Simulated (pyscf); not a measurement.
**Insertion: `[Cl][CH2][Cl]` + `[F][C][F]` [singlet] -> `[F][CH]([F])[CH]([Cl])[Cl]`**

Gas phase, singlet surface, charge 0. Bonds broken: C2–H4. Bonds formed: C2–C7, H4–C7. Structures and frequencies: ωB97X-D3(BJ)/def2-SVP in PySCF.

Transition state (Å):

```xyz
8

Cl    -0.2703     0.7905    -2.0107
C      0.3942     0.5889    -0.4102
Cl     1.0144     2.0427     0.3277
H     -0.8833     0.4265     0.3738
H      1.1417    -0.2143    -0.3910
F     -0.9128    -1.6726     0.1854
C     -0.8830    -0.5896     0.9289
F      0.0092    -0.7464     1.8805
```

One imaginary mode, 1296i cm⁻¹; descent along it reached the two sides named.

| bond | change | reactant side (Å) | saddle | product side |
|---|---|---|---|---|
| C2–H4 | breaks | 1.094 | 1.508 | 2.190 |
| C2–C7 | forms | 3.7 | 2.194 | 1.529 |
| H4–C7 | forms | 3.1 | 1.158 | 1.104 |

Electronic energies relative to the separated reactants (kcal/mol):

```csv
level,barrier,reaction energy,reverse barrier
ωB97X-D3(BJ)/def2-TZVP,35.5,-58.7,94.2
PBE/def2-TZVP,20.3,-57.1,77.4
r²SCAN/def2-TZVP,21.6,-60.8,82.4
B3LYP-D3(BJ)/def2-TZVP,28.1,-57.1,85.1
PBE0-D3(BJ)/def2-TZVP,25.8,-62.2,87.9
M06-2X/def2-TZVP,33.3,-60.0,93.3
ωB97M-D3(BJ)/def2-TZVP,35.7,-55.6,91.3
HF/def2-TZVP,60.7,-49.3,110.0
```

With ωB97M-D3(BJ)/def2-TZVP energies and thermal terms (ideal gas, 1 atm, RRHO with modes under 100 cm⁻¹ raised to 100, one conformer, R ln 2 for rigid chiral ones), in kcal/mol:

```json
[
 {"T (K)": "298", "ΔH‡": "35.2", "ΔG‡": "46.4", "ΔH": "-52.4", "ΔG": "-40.1"},
 {"T (K)": "600", "ΔH‡": "35.9", "ΔG‡": "57.5", "ΔH": "-52.0", "ΔG": "-27.7"},
 {"T (K)": "900", "ΔH‡": "36.6", "ΔG‡": "68.2", "ΔH": "-51.2", "ΔG": "-15.7"},
 {"T (K)": "1200", "ΔH‡": "37.3", "ΔG‡": "78.6", "ΔH": "-50.2", "ΔG": "-4.1"}
]
```

From the product side, F–CH(F)–CH•–Cl + Cl• lies, by one bond made or cut, 11.8 kcal/mol under this saddle at ωB97M-D3(BJ). This is the saddle that the search found; another between the same sides may lie lower. One closed-shell reference is unstable to symmetry breaking; treat the single-reference values with care.
